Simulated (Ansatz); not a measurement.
Ideal-gas functions of `[AlH2][SH]` at 400 K and 1 bar, from an Ansatz frequency run at PBE0-D4/def2-TZVP.

Molar mass 62.07 g/mol, point group Cs (symmetry number 1), electronic degeneracy 1, moments of inertia 5.696, 78.222, 83.918 u Å². Harmonic wavenumbers (cm⁻¹, unscaled): 369, 421, 498, 583, 685, 767, 1943, 1962, 2712.

Use S(trans) = R[1.5 ln M + 2.5 ln T − 1.1517]; rotational temperatures θ = 24.2544 K / I; S(rot) = R[ln(√π/σ · √(T³/θAθBθC)) + 1.5]; for each mode x = 1.438777 ν̃/T, S = R[x/(eˣ − 1) − ln(1 − e⁻ˣ)] and H = RT x/(eˣ − 1); 1 cm⁻¹ = 0.0119627 kJ/mol; R = 8.31446 J/(mol·K).

Problem. By hand: the entropy, in J/(mol·K).

Solution. Translation 166.5. Rotation: θ = 4.2581, 0.3101, 0.289 K, giving 96.0. Vibration, mode by mode: 6.55, 5.62, 4.50, 3.53, 2.65, 2.10, 0.06, 0.06, 0.01, in all 25.1. Electronic 0.0. Sum 287.6 J/(mol·K).

Problem. By hand: H − E and G − E in kJ/mol, counted from the electronic energy.

Solution. Zero-point energy ½ × 9940 × 0.0119627 = 59.5; thermal vibration 6.6; translation, rotation and pV give 4 RT = 13.3. H − E = 79.4 kJ/mol, and G − E = 79.4 − 400 × 287.6/1000 = -35.6 kJ/mol.

Vibration gives 9 % of the entropy.
